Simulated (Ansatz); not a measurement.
CH5OSi (charge +1): a saddle search.

The input file, in.yaml:

```yaml
crystal:
  periodic: [false, false, false]
  atoms:
    - {symbol: O, position_ang: [0.570200, -0.758600, 0.354700]}
    - {symbol: C, position_ang: [0.398100, -0.518000, 1.574600]}
    - {symbol: Si, position_ang: [-0.321000, 0.420700, -1.398500]}
    - {symbol: H, position_ang: [1.140200, 0.032000, 2.149900]}
    - {symbol: H, position_ang: [-0.529400, -0.785300, 2.079700]}
    - {symbol: H, position_ang: [0.217900, 1.753300, -1.207600]}
    - {symbol: H, position_ang: [-1.738500, 0.265100, -1.128200]}
    - {symbol: H, position_ang: [0.262500, -0.409100, -2.424600]}
basis:
  gaussian: {orbitals: def2-SVP}
total_charge: 1
magnetization: {spin_polarized: true, initial_magnetization: 1}
hamiltonian: {xc: pbe0, dispersion: d4}
saddle:
  max_steps: 30
  mode_guess:
    - [-0.2646, 0.3281, -0.4646]
    - [-0.0359, 0.0805, -0.0628]
    - [0.1479, -0.3393, 0.4576]
    - [-0.0133, 0.1074, -0.2240]
    - [0.0080, 0.0292, -0.0303]
    - [0.1707, -0.1372, 0.3596]
    - [-0.0067, -0.0597, -0.0569]
    - [-0.0061, -0.0089, 0.0215]
```

Run by:

```bash
ansatz run in.yaml --threads 4 --pin off --events-out ev --progress --plain --max-ram 9574MiB
```

Output of Ansatz 0.2.0:

```
Error: a molecule whose nuclei and cores have a total charge of 33 cannot have a net charge of 1 together with 1 unpaired electrons
```

The run took about 0.05 s on 4 CPU threads of an Arm Neoverse V1 (shared host).


The program refused the input. An even number of electrons needs an even number of unpaired ones, and an odd number an odd one; the charge and spin typed don't fit together.